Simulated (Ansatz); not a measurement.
Relaxing SnMo₂

The calculation used DFT PBE, scalar-relativistic, plane waves, PAW (Ansatz). Cutoff 420 eV, Γ-centred k mesh, Gaussian smearing, no spin polarisation in the final step.

The start puts SnMo₂ on the CaCl2 structure type (Pnnm, No. 58), with Sn in place of Ca, Mo in place of Cl, at a guessed volume.

```
CELL_PARAMETERS angstrom
5.51288 0.00000 0.00000
0.00000 5.68074 0.00000
0.00000 0.00000 3.71059
ATOMIC_POSITIONS crystal
Sn 0.50000 0.50000 0.50000
Sn 0.00000 0.00000 0.00000
Mo 0.22500 0.82500 0.50000
Mo 0.72500 0.67500 0.00000
Mo 0.77500 0.17500 0.50000
Mo 0.27500 0.32500 0.00000
```

Cell and atoms relax at zero pressure; the relaxation can't lower the symmetry of the start. After a coarse first stage the cell is made exact in the group found at 0.06 Å.

Energies over the elements count from the elements' standard structures at the same level, with no empirical corrections.

What does it relax into?

It ends in Immm (No. 71). Conventional cell: a = 2.847 Å, b = 4.969 Å, c = 7.629 Å. Sn is coordinated by 8 Mo at 2.80–2.89 Å and 2 Sn at 2.85 Å; Mo is coordinated by 1 Mo at 2.60 Å, 4 Sn at 2.80–2.89 Å, 2 Mo at 2.85 Å and 4 Mo at 3.11 Å.

Space group Immm (No. 71). a = 2.847 Å, b = 4.969 Å, c = 7.629 Å, α = 90.00°, β = 90.00°, γ = 90.00°
| atom | site | symmetry | x | y | z |
| --- | --- | --- | --- | --- | --- |
| Sn | 2a | mmm | 0.0000 | 0.0000 | 0.0000 |
| Mo | 4j | mm2 | 0.0000 | 0.5000 | 0.1706 |

What are its volume, energy, density and gap?

The volume per atom is 17.99 Å³ and the density is 9.56 g/cm³. The energy over the elements is 0.39 eV/atom. The gap on the 18×18×18 mesh is 0 eV (a metal).

The final run used a 18×18×18 mesh on its 3-atom cell and 0.10 eV smearing. The k mesh leaves about 4 meV/atom of noise in metals. A structure relaxed within its symmetry needn't be a true minimum.

Cost: 3 runs of about 14 core-minutes in all, on Arm Neoverse V1 (shared hosts).